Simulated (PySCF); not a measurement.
Functional benchmark on one molecule

Molecule: SMILES [PH3+][BH3-], BH₆P.

Geometry:
| atom | x (Å) | y (Å) | z (Å) |
| --- | --- | --- | --- |
| B1 | -1.145 | -0.062 | -0.019 |
| P2 | 0.773 | 0.043 | 0.010 |
| H3 | -1.495 | 0.827 | 0.741 |
| H4 | -1.428 | 0.132 | -1.190 |
| H5 | -1.380 | -1.191 | 0.379 |
| H6 | 1.434 | -0.141 | 1.250 |
| H7 | 1.505 | -0.873 | -0.785 |
| H8 | 1.382 | 1.253 | -0.404 |

Geometry PBE0-D3(BJ)/def2-SVP throughout; GIAO in PySCF 2.14, gas phase, one conformer, non-relativistic; equivalent atoms averaged; basis pcSseg-2.

Reference values (measured; O. Kühl, Phosphorus-31 NMR Spectroscopy, Springer 2008, chapter 6 (publisher's sample)): δ(P2) = -113.0 ppm vs 85 % H3PO4. Computed shifts are taken against H3PO4, calculated as an isolated molecule at each level.

Problem. How do the functionals HF, LDA, PBE, BLYP, BP86, OPBE, KT2, KT3, B97-D, B3LYP, PBE0, mPW1PW91 perform against the reference? Times are CPU seconds on 1 thread of an Arm Neoverse V1, shared host; the GGAs took longer than the global hybrids here, which isn't the general rule, and the cause wasn't traced.

Solution. 
```
functional           kind      P2  abs. error P  core-s
        HF   Hartree–Fock  -108.8           4.2       3
       LDA            LDA  -164.0          51.0       8
       PBE            GGA  -145.5          32.5     9.6
      BLYP            GGA  -134.0          21.0     9.6
      BP86            GGA  -142.2          29.2     9.6
      OPBE            GGA  -141.3          28.3      10
       KT2            GGA  -145.7          32.7     9.7
       KT3            GGA  -132.4          19.4     9.2
     B97-D            GGA  -129.5          16.5     9.1
     B3LYP  global hybrid  -132.1          19.1     5.8
      PBE0  global hybrid  -141.6          28.6     6.1
  mPW1PW91  global hybrid  -138.6          25.6     6.2
```

For ³¹P the closest is HF (4.2 ppm) and the furthest LDA (51.0 ppm). One molecule is a small sample, and vibrational and solvent effects are absent from the calculation.
